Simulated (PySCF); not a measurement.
# H4OF+, a complex of two parts: interaction energy

The task here is to estimate one member of a computed series from the others.

Computed with PySCF 2.14.0; each step states its level. No surroundings beyond the atoms listed, unless a continuum is named. Atoms count from 0, parts from 1.

### The system as given

6 atoms, charge 1, multiplicity 1; geometry: GFN2-xTB. Parts: 1 = atoms 0–3, `[OH3+]`, charge 1; 2 = atoms 4–5, `F`, charge 0.

The first run:

What the job is given:

```
{"job": {"xc": "PBE0", "basis": "def2-TZVPD", "d3": "d3bj", "grid": 3, "kind": "geom", "shake": 0.01}, "charge": 1, "multiplicity": 1, "parts": [{"atoms": "0-3", "charge": 1, "multiplicity": 1}, {"atoms": "4-5", "charge": 0, "multiplicity": 1}]}
O     -0.049666     0.018165     0.291947
H     -0.606619     0.720028    -0.173994
H      0.050064    -0.766881    -0.312536
H      0.818768     0.407728     0.590283
F      0.347194    -1.954810    -1.321168
H      0.427722    -2.740473    -1.804286
```

Command:

```bash
OMP_NUM_THREADS=1 python cluster_run.py task.json out
```

This one command runs all jobs of the session in turn.

Among the steps run: Relaxing the molecule at PBE0-D3(BJ)/def2-TZVPD; Coupled-cluster interaction energy: CCSD(T) and MP2, 1.45 Å; Coupled-cluster interaction energy: CCSD(T) and MP2, 1.52 Å; Coupled-cluster interaction energy: CCSD(T) and MP2, 1.60 Å; Coupled-cluster interaction energy: CCSD(T) and MP2, 1.38 Å; Coupled-cluster interaction energy: CCSD(T) and MP2, 1.81 Å; Coupled-cluster interaction energy: CCSD(T) and MP2, 1.31 Å; Coupled-cluster interaction energy: CCSD(T) and MP2, 2.18 Å; Coupled-cluster interaction energy: CCSD(T) and MP2, 2.90 Å.

One of the session's tables, all rows but one given; the rest of the session is left out.

It belongs to the step «Coupled-cluster interaction energy: CCSD(T) and MP2, 2.90 Å». 

| method | interaction energy (kcal/mol) |
| --- | --- |
| HF/aug-cc-pVDZ | -7.19 |
| MP2/aug-cc-pVDZ | -6.91 |
| CCSD/aug-cc-pVDZ | -6.89 |
| CCSD(T)/aug-cc-pVDZ | -6.86 |
| HF/aug-cc-pVQZ | -7.19 |
| MP2/aug-cc-pVQZ | ? |
| SCS-MP2/aug-cc-pVQZ | -6.94 |
| MP2, extrapolated | -7.02 |
| CCSD(T), limit estimate | -6.97 |

**Question.** Estimate the row for MP2/aug-cc-pVQZ.

**Answer.** interaction energy (kcal/mol): -7.00. In the column «interaction energy (kcal/mol)» it lies between MP2, extrapolated (-7.02) and CCSD(T), limit estimate (-6.97).
